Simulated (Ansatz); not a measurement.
Two structures of CH7BO, singlet, reached by relaxing down either side of one saddle point (PBE0-D4/def2-TZVP). Energies are electronic, without zero-point energy. Ansatz 0.2.0; basis: def2-TZVPP and def2-QZVPP; cores frozen in the correlated methods. Extrapolation: Hartree–Fock as exp(−7.88 √X), correlation as X^−2.97. First:

| atom | x (Å) | y (Å) | z (Å) |
| --- | --- | --- | --- |
| B1 | -0.0621 | -0.6469 | 0.1024 |
| C2 | 1.0919 | 0.2830 | -0.4674 |
| H3 | -0.4920 | -1.5048 | -0.6325 |
| H4 | 0.0550 | -0.9999 | 1.2588 |
| H5 | -1.2314 | 1.1061 | 0.7997 |
| O6 | -1.4379 | 0.3874 | 0.1903 |
| H7 | 0.8792 | 0.6774 | -1.4661 |
| H8 | 1.3454 | 1.1293 | 0.1839 |
| H9 | 2.0086 | -0.3108 | -0.5529 |
| H10 | -2.1565 | -0.1206 | 0.5836 |

Second:

```json
{"atom": "B1", "x (Å)": "-1.0134", "y (Å)": "-1.2700", "z (Å)": "0.5225"}
{"atom": "C2", "x (Å)": "1.2666", "y (Å)": "0.9735", "z (Å)": "-0.6783"}
{"atom": "H3", "x (Å)": "-0.8591", "y (Å)": "-1.9280", "z (Å)": "-0.4644"}
{"atom": "H4", "x (Å)": "-0.3024", "y (Å)": "-1.3741", "z (Å)": "1.4857"}
{"atom": "H5", "x (Å)": "0.2467", "y (Å)": "1.3016", "z (Å)": "-0.8773"}
{"atom": "O6", "x (Å)": "-2.0413", "y (Å)": "-0.3975", "z (Å)": "0.5175"}
{"atom": "H7", "x (Å)": "1.9673", "y (Å)": "1.6367", "z (Å)": "-1.1847"}
{"atom": "H8", "x (Å)": "1.4577", "y (Å)": "0.9974", "z (Å)": "0.3946"}
{"atom": "H9", "x (Å)": "1.3993", "y (Å)": "-0.0430", "z (Å)": "-1.0488"}
{"atom": "H10", "x (Å)": "-2.1211", "y (Å)": "0.1035", "z (Å)": "1.3332"}
```

Question: Which bonds change from the first to the second?

Answer: CH₅B ([BH2][CH3]) + H₂O → BH₃O ([BH2][OH]) + CH₄; bonds formed: C2–H5; dative contacts that become bonds: B1–O6; bonds broken: B1–C2, H5–O6.

Question: Give the saddle point's structure and its height above each. (Judge from chemistry; the value comes from the calculation.)

Answer: Computed: 119.0 kJ/mol above the first and 222.0 kJ/mol above the second (CCSD(T) at an estimated basis limit (MP2 extrapolated from triple and quadruple zeta, plus CCSD(T) − MP2 in triple zeta)).
| atom | x (Å) | y (Å) | z (Å) |
| --- | --- | --- | --- |
| B1 | -0.3043 | -0.7569 | 0.1004 |
| C2 | 0.8700 | 0.4874 | -0.3603 |
| H3 | -0.4074 | -1.5092 | -0.8244 |
| H4 | 0.0292 | -1.1941 | 1.1677 |
| H5 | -0.4698 | 0.6408 | -0.0463 |
| O6 | -1.5863 | 0.1568 | 0.2161 |
| H7 | 0.8078 | 0.9348 | -1.3551 |
| H8 | 1.2168 | 1.2285 | 0.3659 |
| H9 | 1.6434 | -0.2826 | -0.4071 |
| H10 | -1.7993 | 0.2945 | 1.1430 |

No T1 diagnostic of these runs exceeds 0.012.

The step is the kind of ligand exchange by which a precursor binds to a hydroxyl group, or is hydrolysed, in atomic layer deposition of oxides.

Labels in which every atom is bracketed show which atoms are joined, not bond orders.

For scale, one of the runs: CCSD(T)/def2-TZVPP, 191 basis functions (an equivalent command: `ansatz run in.yaml --threads 2`). The run took 23 s on 2 CPU threads (shared host), with 2.4 GiB of host memory at its peak.
